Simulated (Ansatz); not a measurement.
O₂Si (`O=[Si]=O`). Total charge 0; spin multiplicity 1.

```tsv
atom	x (Å)	y (Å)	z (Å)
O1	-1.0622	-0.9831	0.4162
Si2	0.0000	0.0000	0.0000
O3	1.0622	0.9831	-0.4162
```

(1) Give the diagnostics of a CCSD(T)/def2-TZVPP run (frozen core, Ansatz). (Best estimate.)

Answers

(1) Ansatz gave: T1 = 0.0238, largest single amplitude 0.049, largest double 0.039, (T) share of the correlation energy 4.8 %, 11 CCSD cycles. The RHF solution is stable towards an unrestricted one. T1 lies over the customary mark of 0.02 for closed shells.
